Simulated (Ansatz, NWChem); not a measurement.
**Worked example: the enthalpy of CH4O → CH3O + H**

Species: CH4O `CO`, singlet; CH3O `[CH2]O`, doublet; H atom, doublet. 

Shapes, held fixed at every level: PBE0-D4/def2-TZVP. Flexible molecules stand in one conformer, not always the lowest. Programs: NWChem 7.3.0. The zero-point and thermal terms to 298 K, harmonic and unscaled (5/2 RT less the spin-orbit lowering for atoms, PBE0-D4/def2-TZVP), stand in the table.

At HF/def2-TZVP; 1 Eh = 2625.50 kJ/mol:

```
species  energy (Eh)  H(298 K) − E (kJ/mol)  tabulated ΔfH (kJ/mol)
   CH4O  -115.092385                  146.3                  -200.7
   CH3O  -114.466038                  109.6                   -16.1
      H    -0.499810                    6.2                  +218.0
```

**Question.** Work out the reaction enthalpy at 298 K from the calculation and from the table of heats.

**Answer.** 
1. Electronic: (-114.466038) + (-0.499810) − [(-115.092385)] = 0.126537 Eh = +332.2 kJ/mol.
2. Zero-point and thermal: (109.6) + (6.2) − [(146.3)] = -30.5 kJ/mol.
3. Computed ΔH = +301.7 kJ/mol.
4. From the heats of formation (Active Thermochemical Tables, tabulated atomic heats): (-16.1) + (218.0) − [(-200.7)] = +402.6 kJ/mol.
5. Computed less tabulated: -100.9 kJ/mol. Tabulated heats carry uncertainties of their own.

Open shells run unrestricted unless RO is named.
